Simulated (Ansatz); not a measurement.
Reaction (SMILES): [O+]#[Si-] (O-Si) + 3 [H][H] (H2) → O (H2O) + [SiH4] (SiH4)
B3LYP-D3(BJ)/def2-TZVP geometries, fixed; electronic energies without zero-point terms.

Energies in hartree at CCSD(T) with Ansatz (a first-principles code); the energy of full hydrogenation is their sum with the coefficients shown, times 627.509 kcal/mol a hartree. All functions are spherical. Cores are frozen. No added dispersion term, no relativity.

```tsv
species	coefficient	part	cc-pV(D+d)Z	cc-pV(T+d)Z	cc-pV(Q+d)Z
[O+]#[Si-] (O-Si)	-1	Hartree-Fock	-363.80040	-363.84295	-363.85217
[O+]#[Si-] (O-Si)	-1	correlation	-0.29085	-0.35598	-0.37881
[H][H] (H2)	-3	Hartree-Fock	-1.12874	-1.13293	-1.13342
[H][H] (H2)	-3	correlation	-0.03475	-0.03941	-0.04037
O (H2O)	+1	Hartree-Fock	-76.02645	-76.05675	-76.06441
O (H2O)	+1	correlation	-0.21457	-0.27536	-0.29531
[SiH4] (SiH4)	+1	Hartree-Fock	-291.25001	-291.26356	-291.26757
[SiH4] (SiH4)	+1	correlation	-0.14977	-0.17656	-0.18467
```

**Question.** Predict the energy of full hydrogenation in cc-pV(5+d)Z (X = 5): let each Hartree-Fock step shrink by the ratio of the last two, and fit each correlation energy at X = 3 and 4 to E + A/X^3. Compare with the run.

**Answer.** 
- [O+]#[Si-] (O-Si): steps -0.04255 and -0.00922, ratio 0.217, so Hartree-Fock -363.85417 (run: -363.85447); A = (-0.35598 - (-0.37881))/(1/27 - 1/64) = 1.0662, correlation -0.37881 - A/64 + A/125 = -0.38694 (run: -0.38748).
- [H][H] (H2): steps -0.00419 and -0.00049, ratio 0.117, so Hartree-Fock -1.13348 (run: -1.13357); A = (-0.03941 - (-0.04037))/(1/27 - 1/64) = 0.0448, correlation -0.04037 - A/64 + A/125 = -0.04071 (run: -0.04065).
- O (H2O): steps -0.03030 and -0.00766, ratio 0.253, so Hartree-Fock -76.06635 (run: -76.06667); A = (-0.27536 - (-0.29531))/(1/27 - 1/64) = 0.9317, correlation -0.29531 - A/64 + A/125 = -0.30241 (run: -0.30231).
- [SiH4] (SiH4): steps -0.01355 and -0.00401, ratio 0.296, so Hartree-Fock -291.26876 (run: -291.26831); A = (-0.17656 - (-0.18467))/(1/27 - 1/64) = 0.3788, correlation -0.18467 - A/64 + A/125 = -0.18756 (run: -0.18691).
Predicted -38.53 kcal/mol; the run in cc-pV(5+d)Z gives -37.39, a miss of -1.14. Keeping the value in cc-pV(Q+d)Z, -37.41, would miss by -0.01. All sums are of the energies as printed.
